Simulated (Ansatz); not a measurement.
One change: `CCCOCCC` becomes `CCCOCC`.

Ansatz, PBE0-D4/def2-TZVP geometries, multiplicity 1. Each molecule was computed in one conformer, which needn't be the lowest.

| property | `CCCOCCC` |
| --- | --- |
| LUMO energy (PBE/def2-TZVPP) / eV | 0.47 |
| HOMO–LUMO gap (PBE0/def2-TZVPP) / eV | 8.48 |
| HOMO–LUMO gap (ωB97M-V/def2-TZVPP) / eV | 12.30 |
| size of the dipole moment (ωB97M-V/def2-TZVPP) / D | 1.11 |
| HOMO energy (B3LYP/def2-TZVPP) / eV | -6.99 |
| LUMO energy (PBE0/def2-TZVPP) / eV | 1.26 |

Question: What does the change do to each property? (Estimate.)

Answer: The calculation gave: 
```
                                          property  `CCCOCC`  shift
                 LUMO energy (PBE/def2-TZVPP) / eV      0.51   0.04
              HOMO–LUMO gap (PBE0/def2-TZVPP) / eV      8.52   0.04
           HOMO–LUMO gap (ωB97M-V/def2-TZVPP) / eV     12.35   0.05
size of the dipole moment (ωB97M-V/def2-TZVPP) / D      1.20   0.09
               HOMO energy (B3LYP/def2-TZVPP) / eV     -7.00  -0.01
                LUMO energy (PBE0/def2-TZVPP) / eV      1.31   0.05
```

Dipoles are sizes alone; their direction can turn.

Positive LUMOs are unbound, so they and the gaps depend on the basis.

B3LYP here is the variant with VWN-RPA as its local correlation; programs differ in this.
